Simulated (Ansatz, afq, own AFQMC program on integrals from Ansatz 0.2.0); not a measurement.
# AlNH2, singlet in cc-pVDZ, levels against CCSDT(Q)

```
atom   x (Å)    y (Å)    z (Å)
  Al  0.0000  -0.0179   0.5774
   N  0.0000   0.0350  -0.8616
   H  0.0000   0.0995   2.1318
   H  0.0000  -0.1166  -1.8475
```

Connectivity, by distances: AlH–NH.

Basis cc-pVDZ. Only valence electrons are correlated. Integrals, coupled cluster, full CI and functionals: Ansatz 0.2.0; the random walks run on the same integrals in our own AFQMC program. The CISD trial takes its coefficients from CCSD amplitudes. Released means that phaseless walkers are propagated on without the constraint, phases kept. Uncertainties: one standard error, sampling alone.

Determinant: RHF, the one that the program's search chose, which needn't be the lowest solution. The geometry is a point of a scan.

No full CI on the walks' own integrals is used here; CCSDT(Q) serves as the reference and is uncertain by about the last step of the cluster series.

Cautions: higher spins were not checked; raised T1 diagnostic (T1 0.024, weight of the determinant 0.89, largest double 0.06).

```
T1 diagnostic                               : 0.0238
weight of the determinant in the CISD state : 0.888
size of the correlated space                : 10 electrons in 36 orbitals
```

Reference: CCSDT(Q), correlation energy -7.041 eV. The released energy is read at 2.40 1/Eh (meV from the phaseless value at times in 1/Eh: 17 ± 20 at 0.24, 12 ± 16 at 0.51, 11 ± 15 at 0.99, 21 ± 20 at 1.62, 15 ± 28 at 2.40).

```json
{"level": "HF", "E − E(reference) (meV)": "7040.9", "share of correlation (%)": "0.00"}
{"level": "MP2", "E − E(reference) (meV)": "688.7", "share of correlation (%)": "90.22"}
{"level": "CCSD", "E − E(reference) (meV)": "274.6", "share of correlation (%)": "96.10"}
{"level": "CCSD(T)", "E − E(reference) (meV)": "48.2", "share of correlation (%)": "99.32"}
{"level": "CCSDT", "E − E(reference) (meV)": "29.6", "share of correlation (%)": "99.58"}
{"level": "ph-AFQMC/CISD", "E − E(reference) (meV)": "-13.5 ± 19.1", "share of correlation (%)": "100.19"}
{"level": "released AFQMC", "E − E(reference) (meV)": "1.1 ± 28.3", "share of correlation (%)": "99.98"}
```

A walk keeps the symmetry of its determinant, which the program's search chose and which needn't be the lowest solution, so a lower state of the same spin and another symmetry isn't excluded. Released energies are given only where the last usable release times agree within the noise; a slower fall can still hide under it.
